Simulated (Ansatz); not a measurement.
A calculation on fcc Rh returned lattice constant a 3.754 Å, bulk modulus 318 GPa.

For reference: lattice constant a 3.794 Å (measured, static lattice: zero-point anharmonic expansion removed; as tabulated in Mejia-Rodriguez and Trickey (2018), arXiv:1807.09216); bulk modulus 271 GPa (measured, corrected for temperature and zero-point phonon effects, our sources range from 271 to 289; as tabulated in Levämäki et al. (2014), arXiv:1402.3671).

Which level of theory produced these numbers?
A) LDA (Ansatz (a program for electronic structure))
B) B3LYP (VWN-RPA form) (Ansatz)
C) r²SCAN (Ansatz)
D) LC-ωPBE (Ansatz)

A, LDA (Ansatz)

The others give: B3LYP (VWN-RPA form) 3.845 Å, 246 GPa; r²SCAN 3.800 Å, 282 GPa; LC-ωPBE 3.739 Å, 352 GPa.

Unless a cell is named, each level is at its own relaxed cell (B3LYP (VWN-RPA form) 14.21, LC-ωPBE 13.07, LDA 13.22, r²SCAN 13.72 Å³/atom).

The crystal itself was run without spin with B3LYP (VWN-RPA form), r²SCAN, LC-ωPBE, LDA; a magnetic state was not tried in these runs.

Ansatz's density-functional and Hartree–Fock values are scalar-relativistic unless marked +SOC, with PAW data made under PBE.
